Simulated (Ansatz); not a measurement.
H2OSi (`O=[SiH2]`). Total charge 0; spin multiplicity 1.

```json
{"atom": "O1", "x (Å)": "-0.7070", "y (Å)": "0.3179", "z (Å)": "-1.3453"}
{"atom": "Si2", "x (Å)": "-0.0168", "y (Å)": "0.0075", "z (Å)": "-0.0320"}
{"atom": "H3", "x (Å)": "-0.2832", "y (Å)": "-1.2070", "z (Å)": "0.7809"}
{"atom": "H4", "x (Å)": "1.0070", "y (Å)": "0.8815", "z (Å)": "0.5964"}
```

Problem. What are the harmonic wavenumbers in cm⁻¹ at PBE0-D4/def2-TZVP (Ansatz, finite differences of forces, unscaled)? (Estimate.)

Solution. Computed: 685, 701, 1001, 1246, 2223, 2238.

Problem. Is this a minimum?

Solution. Yes, all 6 modes are real.

Problem. Give the ideal-gas thermochemistry at 298.15 K and 1 bar (rigid rotor, harmonic oscillator; point group C2v, symmetry number 2).

Solution. Zero-point energy 48.4 kJ/mol; H(298) − E = 59.1 kJ/mol; entropy 235.1 J/(mol·K), of which translation 156.6, rotation 75.3, vibration 3.2; G(298) − E = -11.0 kJ/mol.
